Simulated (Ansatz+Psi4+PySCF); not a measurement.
The numbers below are computed, except where a source is named.
| atom | x (Å) | y (Å) | z (Å) |
| --- | --- | --- | --- |
| N | 0.0000 | 0.7190 | -0.0777 |
| N | 0.0000 | -0.7190 | -0.0777 |
| H | 0.2111 | 1.0928 | 0.8479 |
| H | -0.9482 | 1.0050 | -0.3041 |
| H | -0.2111 | -1.0928 | 0.8479 |
| H | 0.9482 | -1.0050 | -0.3041 |

Basis set: cc-pVTZ (spherical functions). Left uncorrelated: 2 orbitals. Charge 0, multiplicity 1.

Starred EOM-CCSD(T)(a) on the restricted Hartree–Fock determinant with PySCF 2.14.0; the energies are vertical.

(1) The solver was asked for the few lowest roots only. Give the ionization energies of singlet N₂H₄ among them whose weight of singles is over 0.7.

Results:

(1)

| root | energy (eV) | weight of singles |
| --- | --- | --- |
| 1 | 10.06 | 0.96 |
| 2 | 10.26 | 0.96 |
| 3 | 15.62 | 0.96 |

Higher main lines weren't sought.
